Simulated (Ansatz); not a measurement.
How far each method lies from full CI for HSB⁺, quartet

Geometry: that of the HSB, triplet, kept fixed. The doublet lies 3.6 eV lower here.

```xyz
3

B     0.0000    0.0893    1.2933
S     0.0000   -0.0686   -0.4091
H     0.0000    1.2251   -0.8579
```

Basis 6-31G; Ansatz 0.2.0. Only valence electrons are correlated (noble-gas cores frozen), which leaves 9 electrons in 18 orbitals. Prefix R: restricted or restricted open-shell reference; prefix U: unrestricted. Active spaces: valence = (9e, 9o) chosen from the atoms' valence shells.

Full CI is exact within this basis and frozen core; it isn't the basis-set limit. The frozen core follows each run's orbitals, which can shift R against U totals by a few meV.

For open shells CISD and CISDTQ are restricted-active-space CI with the open shells as a complete middle space.

The UHF ⟨S²⟩ is 3.753 and the T1 diagnostic (RCCSD) is 0.0204. The largest doubles amplitude (RCCSD) is 0.038. The T1 diagnostic (UCCSD) is 0.0180.

```csv
level,E − E(full CI) (meV),share of correlation (%),wall time
RHF,2065,0.00,–
UHF,2030,1.68,–
RMP2,549,73.39,–
UMP2,547,73.52,–
CISD,98,95.25,0.65 s
RCCSD,49,97.60,–
UCCSD,49,97.62,–
RCCSD(T),13,99.38,0.94 s
UCCSD(T),13,99.39,0.94 s
BCCD(T),14,99.34,0.91 s
RCCSDT,1,99.97,–
UCCSDT,0,99.98,–
CISDTQ,2,99.92,12 s
RCCSDT(Q),0,99.99,2.7 s
UCCSDT(Q),0,100.01,2.5 s
RCCSDTQ,0,100.00,13 s (H100)
UCCSDTQ,0,100.01,10 s (H100)
CASSCF (valence space),781,62.20,–
NEVPT2 (valence space),197,90.46,1.7 s
MRCISD (valence space),20,99.04,–
MRCISD+Q (valence space),7,99.67,3 s
```

The correlation energy at full CI, counted from RHF, is -2.065 eV. That run took 14 s on 2 threads of AMD EPYC 7R13 with a shared H100 80 GB, shared host over 7,588,672 determinants.

Times hold each run's SCF and search for its determinant on a shared host, so for small cases they say little of a method's own cost; rows without a card ran on 1 thread of AMD EPYC 7R13.

The full-CI state has the irrep A'' of Cs, in the program's axes.

Natural occupations of full CI about the gap: 1.987 1.969 1.963 0.996 0.994 0.993 0.037 0.020 0.018 0.007; effectively unpaired electrons, Σ n²(2−n)², 3.02.
